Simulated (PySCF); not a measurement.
## How the method moves the HOMO and LUMO of `CCCN(C)C`

Species: C₅H₁₃N.
SMILES with atom numbers: `[CH3:1][CH2:2][CH2:3][N:4]([CH3:5])[CH3:6]` (hydrogens: H7, H8, H9 on C1; H10, H11 on C2; H12, H13 on C3; H14, H15, H16 on C5; H17, H18, H19 on C6)

Cartesian coordinates in Å at the PBE0-D3(BJ)/def2-SVP level; atoms count from 1:
```
atom  x, y, z in Å
C1     2.537    0.799    0.684
C2     1.052    0.978    0.417
C3     0.381   -0.314   -0.026
N4    -0.991   -0.154   -0.452
C5    -1.885    0.240    0.606
C6    -1.479   -1.306   -1.162
H7     2.716    0.057    1.479
H8     3.005    1.742    1.005
H9     3.071    0.454   -0.216
H10    0.886    1.735   -0.368
H11    0.566    1.367    1.327
H12    0.946   -0.720   -0.882
H13    0.473   -1.075    0.788
H14   -2.898    0.393    0.203
H15   -1.566    1.190    1.058
H16   -1.959   -0.517    1.423
H17   -0.827   -1.529   -2.021
H18   -2.491   -1.111   -1.551
H19   -1.533   -2.226   -0.534
```

Basis pcSseg-1 throughout (PySCF), one geometry. Geometry: PBE0-D3(BJ)/def2-SVP, one conformer, isolated molecule.

How do the orbital energies, the gap and the dipole change with the method?

```
   method                    kind  HOMO (eV)  LUMO (eV)  gap (eV)  μ (D)  SCF cycles
     BLYP                     GGA      -4.56       0.66      5.22   0.27          13
     OPBE                     GGA      -4.62       0.98      5.60   0.37          12
      PBE                     GGA      -4.66       0.65      5.31   0.29          13
      LDA                     LDA      -4.73       0.43      5.17   0.30          13
     BP86                     GGA      -4.76       0.71      5.46   0.30          13
    B97-2           global hybrid      -5.77       1.52      7.29   0.40          12
BHandHLYP           global hybrid      -7.34       2.18      9.51   0.46          12
CAM-B3LYP  range-separated hybrid      -7.39       2.33      9.72   0.42          12
  wB97X-D  range-separated hybrid      -7.88       3.29     11.17   0.43          13
  LC-wPBE  range-separated hybrid      -8.70       3.68     12.38   0.51          12
       HF            Hartree–Fock      -9.44       4.35     13.79   0.54          10
```

The HOMO spans 4.88 eV, from BLYP down to HF, and the gap runs from 5.17 eV (LDA) to 13.79 eV (HF). Over the methods BLYP (0 %), OPBE (0 %), PBE (0 %), LDA (0 %), BP86 (0 %), B97-2 (21 %), BHandHLYP (50 %), HF (100 %), a straight line through the gap against the share of exact exchange rises by 0.84 eV for each 10 % (correlation coefficient 0.999). The dipole ranges from 0.27 D (BLYP) to 0.54 D (HF). This basis has no diffuse functions.

The vertical ΔSCF ionisation energy at PBE0/def2-SVPD is 8.05 eV; −ε(HOMO) comes closest to it with wB97X-D (7.88 eV).
